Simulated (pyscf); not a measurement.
This saddle point was located with ωB97X-D3(BJ)/def2-SVP in PySCF.

```xyz
12

Si     1.2449     0.0711     0.4979
O     -0.1335    -0.5403    -0.2380
Si    -1.6313     0.1018    -0.4623
O     -2.6344     0.2309     1.0895
H      2.3232    -0.9212     0.2299
H      1.0604     0.1777     1.9707
H      1.6438     1.3806    -0.0820
H     -2.4072    -1.0839    -0.9468
H     -1.8930     1.1438    -1.4846
H     -3.5996     0.2548     1.0589
H     -2.0537     1.1399     1.2755
F     -1.0338     1.6393     0.6764
```
Charge 0, spin multiplicity 1.

Surface: singlet, charge 0. Lowest wavenumbers (cm⁻¹): 572i, 69, 133, 167, 223.

Problem. Name the species on either side of this saddle.

Solution. HO–SiH₂–O–SiH₃ + hydrogen fluoride (HF) ⇌ F–SiH₂–O–SiH₃ + water (H₂O), a four-centre exchange read from left to right: O–Si, F–H broken and F–Si, H–O formed. At ωB97M-D3(BJ)/def2-TZVP it lies +0.67 eV from the left side and +1.10 eV from the right (each side as separated species at their lowest minima found). On the reactant side the descent ends in a bound adduct, 0.38 eV under the separated species and 1.06 eV under the saddle at ωB97X-D3(BJ)/def2-TZVP. On the product side the descent ends in a complex (not fully relaxed), 0.26 eV under the separated species and 1.37 eV under the saddle at ωB97X-D3(BJ)/def2-TZVP. This is the saddle that the search found; another between the same sides may lie lower.
